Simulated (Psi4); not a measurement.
Psi4 input (wB97X-D/6-31G*):

```
memory 1500 MB

molecule {
0 2
C     1.22920517    0.00086102   -0.15673398
C    -0.04880007    0.40448650    0.17084702
H     1.41323049   -0.97923889   -0.57911476
H     2.08206806    0.64641406   -0.00300865
H    -0.16881649    1.39926000    0.59101947
C    -1.18599328   -0.35902906    0.00545096
H    -2.16174989    0.01404037    0.28197140
H    -1.13120307   -1.35838636   -0.40825144
symmetry c1
no_reorient
no_com
}

set {
  basis 6-31G*
  reference uks
  scf_type pk
  dft_radial_points 99
  dft_spherical_points 590
  e_convergence 1e-8
  d_convergence 1e-7
  maxiter 150
}

e = energy('wb97x-d')
print_out(f'\nFINAL {e:.10f} DIPOLE {variable("CURRENT DIPOLE")[0]:.6f} {variable("CURRENT DIPOLE")[1]:.6f} {variable("CURRENT DIPOLE")[2]:.6f}\n')
```

From the last part of the output:

```

    Beta Virtual:

      12A      0.007090    13A      0.159619    14A      0.199217
      15A      0.224983    16A      0.248826    17A      0.289665
      18A      0.293214    19A      0.396712    20A      0.463227
      21A      0.585249    22A      0.611082    23A      0.644319
      24A      0.709089    25A      0.723239    26A      0.749575
      27A      0.759489    28A      0.765593    29A      0.954144
      30A      0.971009    31A      0.979238    32A      1.031234
      33A      1.051738    34A      1.101230    35A      1.219788
      36A      1.232410    37A      1.422844    38A      1.471748
      39A      1.558693    40A      1.791615    41A      1.834734
      42A      1.967054    43A      2.018827    44A      2.055310
      45A      2.241246    46A      2.304297    47A      2.326341
      48A      2.435337    49A      2.558165    50A      2.644061
      51A      2.885225    52A      3.016814    53A      4.196021
      54A      4.266086    55A      4.488513

    Final Occupation by Irrep:
              A
    DOCC [    11 ]
    SOCC [     1 ]
    NA   [    12 ]
    NB   [    11 ]

  @UKS Final Energy:  -117.21354287668406

   => Energetics <=

    Nuclear Repulsion Energy =             65.1057251919441171
    One-Electron Energy =                -284.9912695247331840
    Two-Electron Energy =                 114.9504079458522909
    DFT Exchange-Correlation Energy =     -12.2766211560387717
    Empirical Dispersion Energy =          -0.0017853337085079
    VV10 Nonlocal Energy =                  0.0000000000000000
    Total Energy =                       -117.2135428766840590

  UHF NO Occupations:
  HONO-2 :   10  A 1.9994622
  HONO-1 :   11  A 1.9810323
  HONO-0 :   12  A 1.0000000
  LUNO+0 :   13  A 0.0189677
  LUNO+1 :   14  A 0.0005378
  LUNO+2 :   15  A 0.0004973
  LUNO+3 :   16  A 0.0001742

Computation Completed

Properties will be evaluated at   0.000000,   0.000000,   0.000000 [a0]

Properties computed using the SCF density matrix

 Multipole Moments:

 ------------------------------------------------------------------------------------
     Multipole            Electronic (a.u.)      Nuclear  (a.u.)        Total (a.u.)
 ------------------------------------------------------------------------------------

 L = 1.  Multiply by 2.5417464519 to convert [e a0] to [Debye]
 Dipole X            :         -0.0029238            0.0000000           -0.0029238
 Dipole Y            :          0.0242344           -0.0000001            0.0242343
 Dipole Z            :          0.0102360            0.0000000            0.0102361
 Magnitude           :                                                    0.0264694

 ------------------------------------------------------------------------------------

FINAL -117.2135428767 DIPOLE -0.002924 0.024234 0.010236

*** Psi4 exiting successfully. Buy a developer a beer!
```
